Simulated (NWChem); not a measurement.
System: C3H4 cation, doublet; SMILES of the neutral closed-shell parent C=C=C

```xyz
7

C      0.0000    -1.3255     0.0000
C      0.0000     0.0000     0.0000
C      0.0000     1.3255     0.0000
H     -0.8666    -1.9021    -0.3920
H      0.8666    -1.9021     0.3920
H      0.8666     1.9021    -0.3920
H     -0.8666     1.9021     0.3920
```
Atoms are numbered in this order, from 1.

Computed with NWChem. Pople sets run with spherical d functions. Spin-unrestricted. Medium grid unless said otherwise, to which SCAN and Minnesota functionals are sensitive. In the optimisation the excess spin sits in b3 (D2, its own frame). Structure relaxed at the PBE-D3(BJ)/def2-SVP, spin-unrestricted level. This spin state was assumed; another may lie lower. No stability test was run on the SCF state. B3LYP is NWChem's, with the RPA form of VWN correlation. Total energies of different functionals are on different scales.

| level | energy (Ha) | highest occupied level (eV) | lowest empty minus highest occupied level, either spin (eV) | <S²> |
|---|---|---|---|---|
| B3LYP/6-31G* | -116.3123 | -14.10 | 2.82 | 0.761 |
| PBE/6-31G* | -116.1489 | -13.17 | 1.04 | 0.756 |
| BP86/6-31G* | -116.3049 | -13.25 | 1.04 | 0.756 |
| B97-D/6-31G* | -116.2308 | -13.13 | 1.13 | 0.756 |
| LC-wPBE (HJS exchange hole, range parameter 0.4 per bohr)/6-31G* | -116.2000 | -17.28 | 8.73 | 0.779 |
| M06/6-31G* | -116.2089 | -14.23 | 3.25 | 0.759 |
| OLYP/6-31G* | -116.2734 | ? | 1.02 | 0.755 |

### Question
Some entries are withheld; supply them.

### Answer

- OLYP/6-31G*, highest occupied level (eV): -13.02
